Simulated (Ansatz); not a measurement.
# CH₄OSi (SMILES C=[SiH]O): energies and forces away from the minimum

The task here is to estimate one member of a computed series from the others.

Computed with Ansatz 0.2.0, Gaussian basis. Level: single points with forces in def2-TZVPP.

Levels: PBE-D4, r2SCAN-D4, PBE0-D4, wB97M-V, Hartree-Fock, MP2, CCSD, CCSD(T). Each coordinate is moved by a Gaussian draw of the width named (0.7 of it for atoms other than hydrogen): 0.12, 0.12, 0.04, 0.12 Å.

Correlated methods freeze the cores.

11 further runs of the same task are left out: 11 set aside as unsound or not needed.

### The system as given

The minimum, relaxed at PBE0-D4: SMILES `C=[SiH]O`, 7 atoms, charge 0, spin multiplicity 1.

Atoms are counted from 1 here; the program's logs count them from 0.

Bond lengths: C1–Si2 1.686 Å, C1–H4 1.082 Å, C1–H5 1.084 Å, Si2–O3 1.633 Å, Si2–H6 1.478 Å, O3–H7 0.958 Å. Angles: Si2–C1–H4 124.8°, Si2–C1–H5 118.5°, H4–C1–H5 116.7°, C1–Si2–O3 124.1°, C1–Si2–H6 124.3°, O3–Si2–H6 111.6°, Si2–O3–H7 117.7°.

Coordinates:

```
C    -1.2050    0.2511   -0.5073
Si    0.3028    0.1465    0.2402
O     1.3126   -1.1285    0.0895
H    -1.6308   -0.5112   -1.1463
H    -1.8022    1.1410   -0.3451
H     0.8749    1.1946    1.1120
H     2.1478   -1.0935    0.5570
```

Energies of the minimum (eV), from earlier single points: PBE-D4 -11020.43102, r2SCAN-D4 -11025.73066, PBE0-D4 -11021.25986, B3LYP-D4 -11029.01182, wB97M-V -11026.28331, CCSD(T) -11010.07758.

The first run:

ccsdt-tzvpp/in.yaml

```yaml
crystal:
  periodic: [false, false, false]
  atoms:
    - {symbol: C, position_ang: [-1.253454, 0.213774, -0.509129]}
    - {symbol: Si, position_ang: [0.421656, 0.143438, 0.184617]}
    - {symbol: O, position_ang: [1.284724, -1.059023, -0.039351]}
    - {symbol: H, position_ang: [-1.579914, -0.446564, -0.962369]}
    - {symbol: H, position_ang: [-1.927367, 1.145165, -0.341572]}
    - {symbol: H, position_ang: [0.707584, 1.164127, 1.056764]}
    - {symbol: H, position_ang: [2.117300, -1.100626, 0.442323]}
basis:
  gaussian: {orbitals: def2-TZVPP}
correlation: {method: ccsd_t}
output: {forces: true}
```

No record of the launch command was kept for these runs.

Steps of the session up to this table: Structure 1, width 0.12 Å; Structure 2, width 0.12 Å; Structure 3, width 0.04 Å; Structure 4, width 0.12 Å.

One table of the session follows, with a row left open; its other results are not shown here.

| method | RMS force component (eV/Å) | angle to CCSD(T) forces (°) | dipole (D) |
| --- | --- | --- | --- |
| PBE-D4 | ? | ? | ? |
| r2SCAN-D4 | 1.968 | 3.4 | 2.14 |
| PBE0-D4 | 1.987 | 4.5 | 2.22 |
| wB97M-V | 1.945 | 5.5 | 2.32 |
| CCSD(T) | 1.977 | reference | 2.18 |

**Question.** Estimate the row for PBE-D4.

**Answer.** RMS force component (eV/Å): 1.983; angle to CCSD(T) forces (°): 6.4; dipole (D): 2.06. In the column «RMS force component (eV/Å)» it lies between CCSD(T) (1.977) and PBE0-D4 (1.987).
